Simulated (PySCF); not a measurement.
CH₆Si, SMILES C[SiH3] (connectivity only; charge and spin as stated), charge +1, multiplicity 2.

Coordinates come from a B3LYP-D3(BJ)/def2-TZVP optimisation. The spin state was assumed, not searched. The isomer is the one that the SMILES or the coordinates give; other isomers of the formula were not compared.

Two levels are set side by side: PBE/def2-TZVPD (PySCF) and ωB97X/def2-TZVPD (PySCF). Same geometry, gas phase. Differences are taken from unrounded values.

```csv
quantity,ωB97X
α-spin orbital gap (eV),13.27
β-spin orbital gap (eV),9.87
mean polarisability (bohr³),37.1
```

### Question
What does PBE give, and how far is it from ωB97X? (An estimate is asked for; the answer gives what the named calculation found.)

### Answer

| quantity | PBE | PBE minus ωB97X |
|---|---|---|
| α-spin orbital gap (eV) | 6.51 | -6.76 |
| β-spin orbital gap (eV) | 2.48 | -7.39 |
| mean polarisability (bohr³) | 38.7 | 1.6 |

Loosely held outer electrons make PBE densities more polarisable. Differences between two approximate levels are no errors against the true value.

Rough cost on one machine, each run with all the roots and properties that it gave: ωB97X against PBE within a factor of 2.
